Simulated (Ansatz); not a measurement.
## Litharge PbO

All values below come from PBE0 (Ansatz, a program for electronic structure, PAW).

Settings: plane-wave cutoff 460 eV, 6×6×6 k mesh, Fermi–Dirac smearing 0.01 eV, scalar-relativistic PAW data made under PBE.

Cell (measured lattice):

```cif
data_O2Pb2
_chemical_formula_sum 'Pb2 O2'
_space_group_name_H-M_alt 'P4/nmm :1'
_space_group_IT_number 129
_space_group_name_Hall 'P 4ab 2ab -1ab'
_cell_length_a 3.97500
_cell_length_b 3.97500
_cell_length_c 5.02300
_cell_angle_alpha 90.000
_cell_angle_beta 90.000
_cell_angle_gamma 90.000
loop_
_space_group_symop_operation_xyz
  'x, y, z'
  '-y+1/2, x+1/2, z'
  '-x, -y, z'
  'y+1/2, -x+1/2, z'
  'x+1/2, -y+1/2, -z'
  '-y, -x, -z'
  '-x+1/2, y+1/2, -z'
  'y, x, -z'
  '-x+1/2, -y+1/2, -z'
  'y, -x, -z'
  'x+1/2, y+1/2, -z'
  '-y, x, -z'
  '-x, y, z'
  'y+1/2, x+1/2, z'
  'x, -y, z'
  '-y+1/2, -x+1/2, z'
loop_
_atom_site_label
_atom_site_type_symbol
_atom_site_symmetry_multiplicity
_atom_site_Wyckoff_symbol
_atom_site_fract_x
_atom_site_fract_y
_atom_site_fract_z
_atom_site_occupancy
Pb1 Pb 2 c 0.00000 0.50000 0.23680 1
O1 O 2 a 0.00000 0.00000 0.00000 1
```

For litharge PbO, the band gap comes out as 2.52 eV and the smallest direct gap on the k points sampled comes out as 3.93 eV. The Γ–Γ gap comes out as 3.94 eV.

Note: cell and atoms aren't relaxed at this level (largest force component 0.33 eV/Å, pressure 0.4 GPa).

Spin–orbit coupling is not included; with these elements it can move the gap by several tenths of an eV or more.

The computed numbers hold no vibrational or temperature effects.
